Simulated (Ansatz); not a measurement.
# C4H6O: the cost of one run

Method: the levels named in each step, in Ansatz 0.2.0.

**1. The system as given**

Bond lengths: C1–C2 1.484 Å, C2–C3 1.334 Å, C3–C4 1.457 Å, C4–O5 1.206 Å, C1–H6 1.095 Å, C1–H7 1.085 Å, C1–H8 1.087 Å, C2–H9 1.084 Å, C3–H10 1.081 Å, C4–H11 1.110 Å. Angles (14 of 15 angles, heavy atoms first): C1–C2–C3 125.0°, C2–C3–C4 122.5°, C3–C4–O5 125.3°, C1–C2–H9 115.8°, C3–C2–H9 119.2°, C2–C1–H6 109.8°, C2–C1–H7 110.0°, C2–C1–H8 111.4°, C2–C3–H10 121.3°, C4–C3–H10 116.2°, C3–C4–H11 113.8°, O5–C4–H11 120.9°, H6–C1–H7 107.2°, H6–C1–H8 109.0°.

Coordinates:

```xyz
11

C     2.4298    0.3278   -0.6077
C     1.1779    0.2833    0.1872
C    -0.0166   -0.0761   -0.2851
C    -1.2117   -0.0995    0.5471
O    -2.3132   -0.4180    0.1747
H     2.8384    1.3432   -0.6000
H     3.1767   -0.3213   -0.1618
H     2.2579    0.0226   -1.6362
H     1.2704    0.5700    1.2285
H    -0.1484   -0.3685   -1.3178
H    -1.0321    0.2099    1.5979
```

**2. A rough first relaxation, PBE-D4/def2-SVP**

This run stands in another session on the same molecule. It ended at:

```xyz
11

C     2.4464    0.3342   -0.6071
C     1.1742    0.2793    0.1683
C    -0.0398   -0.0873   -0.3079
C    -1.2286   -0.0993    0.5605
O    -2.3513   -0.4177    0.2031
H     2.8765    1.3597   -0.5884
H     3.2177   -0.3227   -0.1478
H     2.3089    0.0298   -1.6629
H     1.2318    0.5681    1.2370
H    -0.1894   -0.3909   -1.3588
H    -1.0173    0.2200    1.6310
```

**3. Relaxation, HF/STO-3G**

input.yaml reads:

```yaml
crystal:
  periodic: [false, false, false]
  atoms:
    - { symbol: C, position_ang: [2.4464238, 0.33424047, -0.6071403] }
    - { symbol: C, position_ang: [1.17420786, 0.27932984, 0.16832901] }
    - { symbol: C, position_ang: [-0.03983474, -0.08729245, -0.30790116] }
    - { symbol: C, position_ang: [-1.22856883, -0.09925339, 0.56053179] }
    - { symbol: O, position_ang: [-2.35133533, -0.41765965, 0.20305569] }
    - { symbol: H, position_ang: [2.87654749, 1.35972077, -0.58842692] }
    - { symbol: H, position_ang: [3.21770431, -0.32265691, -0.1477873] }
    - { symbol: H, position_ang: [2.30886133, 0.02977155, -1.66288635] }
    - { symbol: H, position_ang: [1.23179105, 0.56809823, 1.2369855] }
    - { symbol: H, position_ang: [-0.18943626, -0.3909265, -1.35881124] }
    - { symbol: H, position_ang: [-1.01728068, 0.21997804, 1.63100129] }
basis:
  gaussian: { orbitals: STO-3G }
hamiltonian:
  xc: hf
relax:
  f_tol: 0.002
  max_steps: 150
```

Started as:

```bash
$ ansatz run input.yaml --threads 4 --pin off --max-ram 10240MiB --backend cpu --events-out ev --progress --plain --runs-dir out
```

Q: Estimate wall time and peak memory on 4 threads of Intel Xeon Platinum 8259CL at 2.50GHz (Skylake/Cascade Lake), shared host.

About 4.1 s, with a peak of 0.11 GiB.
